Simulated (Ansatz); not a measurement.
A nudged elastic band was laid between two geometries of AlClH2 + H2 (6 atoms, charge 0, multiplicity 1).

All numbers below come from RKS PBE0-D4/def2-SVP in Ansatz 0.2.0.

```yaml
movable_images: 5
climbing_image: yes
spring: 5.0 eV/Å²
optimiser: quadratic models (default)
start_path: through a guess of the saddle point
force_threshold: 0.05 eV/Å
iteration_limit: 60
end_points: relaxed
```

Image 0:

```xyz
6
Properties=species:S:1:pos:R:3
Al 0.004 0.096 0.219
Cl -0.011 0.722 2.245
H 1.404 0.029 -0.511
H -1.389 -0.059 -0.507
H 0.074 -2.152 0.497
H 0.062 -1.901 1.222
```

Image 6:

```xyz
6
Properties=species:S:1:pos:R:3
Al 0.021 -0.451 -0.329
Cl 0.009 -0.035 2.305
H 1.377 0.318 -0.649
H -1.381 0.234 -0.648
H 0.069 -2.028 -0.061
H 0.048 -1.303 2.548
```

Problem. Which bonds break or form, and what moves?

Solution. Bonds broken: H5–H6. Bonds formed: Al1–H5, Cl2–H6. AlClH2 + H2 becomes AlClH4.

Problem. Give the energies along the band, and the barrier.

Solution. It converged. The highest image is number 4 of 0 to 6, 30.4 kcal/mol above the first end and 1.2 kcal/mol above the last; the last end lies 29.2 kcal/mol above the first. A vibrational analysis at the climbing image gives one clearly imaginary mode, 186i cm⁻¹: a first-order saddle point. The orbitals stay closed-shell, which can raise the energy where a bond breaks towards radicals; this wasn't checked here.

| image | path coordinate (Å) | energy (kcal/mol) | H5–H6 (Å) | Al1–H5 (Å) | Cl2–H6 (Å) |
| --- | --- | --- | --- | --- | --- |
| 0 | 0.00 | 0.0 | 0.77 | 2.27 | 2.82 |
| 1 | 0.40 | 1.9 | 0.78 | 2.12 | 2.36 |
| 2 | 0.81 | 11.5 | 0.84 | 1.90 | 1.94 |
| 3 | 1.21 | 28.0 | 1.14 | 1.72 | 1.55 |
| 4 | 1.62 | 30.4 | 1.63 | 1.63 | 1.33 |
| 5 | 2.05 | 29.9 | 2.14 | 1.61 | 1.30 |
| 6 | 2.48 | 29.2 | 2.71 | 1.60 | 1.29 |

Problem. What is the geometry of the highest image?

Solution. 
```xyz
6
Properties=species:S:1:pos:R:3
Al 0.019 -0.415 -0.183
Cl 0.016 -0.003 2.379
H 1.404 0.201 -0.647
H -1.400 0.123 -0.641
H 0.065 -1.939 0.396
H 0.040 -1.233 1.861
```

Problem. What are the harmonic wavenumbers there?

Solution. 186i, 229, 367, 475, 625, 771, 823, 870, 1757, 1948, 1960, 2437 cm⁻¹.

The run took 41 s on 1 thread of Arm Neoverse V2 (shared host), peak memory 0.1 GiB.
